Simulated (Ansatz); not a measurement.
C4H6O2 can be A, `C=C(O)CC=O`, or B, `C=CC(=O)OC`.

Computed with Ansatz on PBE0-D4/def2-TZVP structures; ΔE is electronic, products minus reactants. CCSD(T)/CBS adds triple-zeta CCSD(T) − MP2 to the extrapolated MP2 energy (def2 sets, frozen cores). DFT in def2-TZVPP. B3LYP here is the variant with VWN-RPA as its local correlation; programs differ in this. Each species was taken in one conformer, which may not be the lowest.

(1) Which is lower in electronic energy at CCSD(T)/CBS, and by how much? (Estimate.)

(2) Give E(B) − E(A) in kJ/mol with r2SCAN-D4, CCSD/def2-TZVPP, PBE0-D4, HF/def2-TZVPP, PBE-D4, CCSD(T)/def2-TZVPP, B3LYP. (An estimate is asked.)

Largest T1 diagnostic: 0.015.

Answers

(1) Ansatz gave: B, by 41.7 kJ/mol.

(2) Computed: r2SCAN-D4 -48.4, CCSD/def2-TZVPP -42.2, PBE0-D4 -41.9, HF/def2-TZVPP -53.0, PBE-D4 -42.6, CCSD(T)/def2-TZVPP -43.7, B3LYP -48.4. None reverses the order clearly.

In def2-TZVPP, CCSD(T) changes the Hartree–Fock value by +9.3 kJ/mol (the triples alone add −1.5 kJ/mol) and MP2 by +11.9 kJ/mol.
